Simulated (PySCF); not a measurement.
Dichloromethane, CH2Cl2.
SMILES: `ClCCl`

Theory: B3LYP/def2-SVPD in PySCF (dipole) on a GFN2-xTB geometry, gas phase.

Masses are those of the commonest isotopes; rigid-rotor values at the optimised geometry. 

**Question.** What are A, B and C (cm⁻¹)?

**Answer.** Ia = 16.10, Ib = 151.11, Ic = 163.92 u·Å²; 505379 MHz·u·Å²/I gives 31381, 3345 and 3083 MHz, that is A = 1.04674, B = 0.11156, C = 0.10284 cm⁻¹.

**Question.** Classify the top.

**Answer.** A near-prolate asymmetric top; Ray's κ = -0.982.

**Question.** Is it planar, by Δ = Ic − Ia − Ib?

**Answer.** Not planar: Δ = Ic − Ia − Ib = -3.29 u·Å². For a rigid frame Δ = −2 Σ m c², so Σ m c² = 1.64 u·Å² lies off the ab plane, practically all of it from hydrogen. The atom farthest from that plane is 0.90 Å away.

**Question.** Give the other two planar moments, Paa and Pbb, and the rms extents of the mass along the axes.

**Answer.** Paa = Σ m a² = (Ib + Ic − Ia)/2 = 149.46 and Pbb = Σ m b² = (Ia + Ic − Ib)/2 = 14.46 u·Å². With the mass M = 83.95 u, the rms extents √(P/M) along a, b and c are 1.33, 0.42, 0.14 Å.

**Question.** Give the coordinates in the principal-axis frame, origin at the centre of mass.

**Answer.** The sense of each axis is arbitrary; atoms in the order of the calculation.
```tsv
atom	mass (u)	a (Å)	b (Å)	c (Å)
Cl1	34.969	-1.462	0.182	0.000
C2	12.000	0.000	-0.819	0.000
Cl3	34.969	1.462	0.182	0.000
H4	1.008	0.000	-1.428	0.903
H5	1.008	0.000	-1.427	-0.903
```

**Question.** List the rotational levels J(Ka,Kc) to J = 5 (K).

**Answer.** Above 0(0,0), as E/k:
J = 1: 1(0,1) 0.308, 1(1,1) 1.654, 1(1,0) 1.667
J = 2: 2(0,2) 0.925, 2(1,2) 2.258, 2(1,1) 2.296, 2(2,1) 6.333, 2(2,0) 6.333
J = 3: 3(0,3) 1.850, 3(1,3) 3.165, 3(1,2) 3.240, 3(2,2) 7.258, 3(2,1) 7.258, 3(3,1) 14.017, 3(3,0) 14.017
J = 4: 4(0,4) 3.083, 4(1,4) 4.374, 4(1,3) 4.499, 4(2,3) 8.492, 4(2,2) 8.493, 4(3,2) 15.251, 4(3,1) 15.251, 4(4,1) 24.714, 4(4,0) 24.714
J = 5: 5(0,5) 4.624, 5(1,5) 5.884, 5(1,4) 6.072, 5(2,4) 10.034, 5(2,3) 10.037, 5(3,3) 16.794, 5(3,2) 16.794, 5(4,2) 26.256, 5(4,1) 26.256, 5(5,1) 38.422, 5(5,0) 38.422

**Question.** Predict some low-J microwave lines.

**Answer.** The dipole components are |μa| = 0.00 D, |μb| = 1.68 D, |μc| = 0.00 D; the symmetry axis of this C2v structure is b, so μa and μc vanish by symmetry and there are no a-type or c-type lines. Some lines, for components of 0.1 D or more:

```
type  branch         J(Ka,Kc)    MHz  lower level (cm⁻¹)
   b       Q  1(1,0) ← 1(0,1)  28298               0.214
   b       Q  2(1,1) ← 2(0,2)  28561               0.643
   b       R  1(1,1) ← 0(0,0)  34464               0.000
   b       R  2(1,2) ← 1(0,1)  40630               0.214
   b       Q  2(2,0) ← 2(1,1)  84110               1.596
   b       Q  2(2,1) ← 2(1,2)  84893               1.570
   b       R  2(2,1) ← 1(1,0)  97225               1.158
   b       R  2(2,0) ← 1(1,1)  97488               1.150
```

**Question.** Estimate the classical rotational partition function at 10 K, 100 K and 298.15 K.

**Answer.** Point group C2v, symmetry number σ = 2; q = (√π/σ)·√((kT/h)³/(ABC)), k/h = 20836.6 MHz/K: 148 at 10 K, 4690 at 100 K, 24100 at 298.15 K.

Stationary, but not proved a minimum. No vibrational averaging or centrifugal distortion is included, and the geometry carries the error of its method. Quadrupole hyperfine structure (35Cl) is left out.
